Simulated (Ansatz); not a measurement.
How far each method lies from UCCSDT(Q) for HB–N–C, doublet

Geometry: that of the HB–N–C, quartet, kept fixed.

```xyz
4

B     0.0000    0.0000    0.6596
N     0.0000    0.0000   -0.6177
C     0.0000    0.0000   -1.8708
H     0.0000    0.0000    1.8289
```

Basis cc-pVDZ; Ansatz 0.2.0. Correlated methods freeze the noble-gas cores, which leaves 13 electrons in 44 orbitals. R marks a restricted (for open shells ROHF) determinant, U an unrestricted one. Active spaces: frontier = (9e, 9o) about the gap.

Full CI isn't at hand for all of this; UCCSDT(Q) serves as the reference, and is uncertain by about the last step of the cluster series. The frozen core follows each run's orbitals, which can shift R against U totals by a few meV.

Unrestricted rows (U) aren't spin-pure: their determinants' ⟨S²⟩ exceeds S(S+1) by up to 0.10, so they mix in states of higher spin. For open shells CISD is restricted-active-space CI with the open shells as a complete middle space.

```
UHF ⟨S²⟩                          : 0.855
T1 diagnostic (RCCSD)             : 0.0309
largest doubles amplitude (RCCSD) : 0.076
T1 diagnostic (UCCSD)             : 0.0291
```

| level | E − E(UCCSDT(Q)) (mEh) | share of correlation (%) | wall time |
| --- | --- | --- | --- |
| RHF | 374.31 | 0.00 | – |
| UHF | 359.17 | 4.04 | – |
| RMP2 | 41.70 | 88.86 | – |
| UMP2 | 49.87 | 86.68 | – |
| CISD | 52.44 | 85.99 | 12 s |
| RCCSD | 17.51 | 95.32 | – |
| UCCSD | 16.76 | 95.52 | – |
| RCCSD(T) | 2.22 | 99.41 | 7.5 s |
| UCCSD(T) | 2.54 | 99.32 | 7.5 s |
| BCCD(T) | 2.28 | 99.39 | 7.5 s |
| RCCSDT | 1.44 | 99.61 | – |
| UCCSDT | 1.30 | 99.65 | – |
| RCCSDT(Q) | 0.16 | 99.96 | 2.8 min |
| CASSCF (frontier space) | 249.17 | 33.43 | – |
| MRCISD (frontier space) | 21.48 | 94.26 | – |
| MRCISD+Q (frontier space) | 2.24 | 99.40 | 42 s |
| MRCISD+Q(relaxed) (frontier space) | 1.07 | 99.71 | 44 s |

The correlation energy at UCCSDT(Q), counted from RHF, is -10.186 eV. That run took 2.2 min on 1 thread of AMD EPYC, shared host.

Times hold each run's SCF and search for its determinant on a shared host, so for small cases they say little of a method's own cost; they ran on 1 thread of AMD EPYC.
